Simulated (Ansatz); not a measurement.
This geometry of BH4MgSi (7 atoms, charge 0, multiplicity 2) is a first-order saddle point.

Computed with UKS BLYP/def2-SVP (Ansatz).

```xyz
7
Properties=species:S:1:pos:R:3
B -0.998 -0.023 -0.830
Si 0.587 0.140 0.448
Mg 1.439 -2.013 1.844
H -1.610 -1.055 -1.018
H -1.370 0.956 -1.448
H 0.233 1.280 1.390
H 1.720 0.716 -0.386
```

(1) Which two structures does it join? (They come from a converged band through this point; their orientation in space is the band's.)

(2) How far does it lie above each of them?

Answers

(1) No bond is made or broken. The dihedral H4–B1–Si2–H6 goes from 5 to -175°. The two ends are copies of one structure, up to a mirror image or an exchange of like atoms.

First end point:

```xyz
7
Properties=species:S:1:pos:R:3
B -0.783 -0.186 -0.503
Si 0.440 0.871 0.488
Mg 0.585 -2.150 -0.237
H -1.693 -0.768 0.063
H -0.665 -0.292 -1.712
H 0.459 0.986 1.985
H 1.657 1.540 -0.084
```

Last end point:

```xyz
7
Properties=species:S:1:pos:R:3
B -0.785 -0.187 -0.503
Si 0.439 0.871 0.488
Mg 0.596 -2.144 -0.234
H -0.672 -0.290 -1.713
H -1.694 -0.772 0.063
H 0.460 0.981 1.985
H 1.656 1.540 -0.085
```

(2) 0.61 eV above the first and 0.61 eV above the second. This is the barrier of this one path; another mechanism may lie lower.

Run time: 4.4 min on 1 thread of Intel(R) Xeon(R) Platinum 8488C (Sapphire Rapids), on a shared host, peak memory 0.18 GiB.
